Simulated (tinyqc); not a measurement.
Inside a calculation. Method: CID on RHF in the sto-3g basis, frozen core, for LiH, spin multiplicity 1. One step of it, computed by the program tinyqc.

Question. CID: roots. Diagonalise (each vector has its largest component positive (the first on a tie)); all determinants have Ms = 0, so triplets appear too. The lowest singlet root is the correlation energy.

Occupation strings over the orbitals (2 doubly, a alpha, b beta, 0 empty; spin orbitals ordered 1a 1b 2a 2b ...): 220000 202000 20a00b 200200 200020 20b00a 200002

H - E(HF) between determinants (hartree), lower triangle:
```
           220000     202000     20a00b    200200    200020     20b00a    200002
220000   0.000000
202000   0.018168   0.621420
20a00b  -0.040672   0.105801   0.567240
200200   0.021703   0.041333  -0.012623  0.637986
200020   0.021703   0.041333  -0.012623  0.016869  0.637986
20b00a   0.040672  -0.105801  -0.028937  0.012623  0.012623   0.567240
200002   0.128718   0.028937   0.023698  0.019596  0.019596  -0.023698  0.799043
```

Give: lowest roots of this matrix, relative to E(HF); lowest vectors; <S^2> of these roots; weight of the ground state by excitation level 0, 1, 2, ....

Answer.

lowest roots of this matrix, relative to E(HF) (hartree): -0.028  0.447  0.538  0.621  0.664  0.741  0.848

lowest vectors:
```
        root 1  root 2  root 3  root 4
220000   0.981   0.095   0.000   0.000
202000  -0.043   0.669   0.000   0.000
20a00b   0.076  -0.481   0.707   0.000
200200  -0.021  -0.201   0.000   0.707
200020  -0.021  -0.201   0.000  -0.707
20b00a  -0.076   0.481   0.707   0.000
200002  -0.154  -0.002   0.000   0.000
```

<S^2> of these roots: 0.000  0.000  2.000  0.000  0.000  0.000  0.000

weight of the ground state by excitation level 0, 1, 2, ...: 0.962  0.000  0.038
